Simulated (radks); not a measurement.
# Si³⁺ in [Ne] 3s1: an all-electron calculation

One table from this session's results is given with a row withheld; the runs are named, their logs left out.

Program: radks (a radial shooting solver on a logarithmic mesh, Libxc functionals) version 1. Level of theory: Dirac Kohn-Sham, LDA (Slater exchange, Perdew-Wang correlation), spin-unpolarised, spherical densities, finite nucleus. These are calculated values, not measurements, unless marked.

### The system

| Quantity | Value |
| --- | --- |
| element | silicon (Z = 14) |
| charge | +3 |
| electrons | 11 |
| configuration | [Ne] 3s1 |
| nuclear rms radius | 3.1224 fm |

Outer shells as boxes (Hund's rule):

Si³⁺
```
[Ne] core
3s [↑ ]
```

The first run:

The run's settings:

```text
Z 14
configuration [Ne] 3s1
relativity Dirac
functional lda,pw
spin unpolarised
j_filling energy
nucleus finite rms 3.1224 fm
c 137.035999084
```

Steps of the session up to this table: Self-consistent calculation.

One table of the session follows, with a row left open; its other results are not shown here.

It belongs to the step «Radial structure». Sizes of the orbitals, from the radial functions (bohr):

| level | <r> | outermost maximum (interpolated) | 90 % within | nodes |
| --- | --- | --- | --- | --- |
| 1s1/2 | 0.1116 | 0.0728 | 0.200 | 0 |
| 2s1/2 | ? | ? | ? | ? |
| 2p1/2 | 0.5333 | 0.385 | 0.896 | 0 |
| 2p3/2 | 0.5355 | 0.387 | 0.900 | 0 |
| 3s1/2 | 1.841 | 1.62 | 2.72 | 2 |

Estimate the missing values for 2s1/2.

The run gave: <r>: 0.5682; outermost maximum (interpolated): 0.455; 90 % within: 0.896; nodes: 1. In the column «<r>» it lies between 2p3/2 (0.5355) and 3s1/2 (1.841).

Limits of these values: Spin polarisation and multiplet splitting are left out.
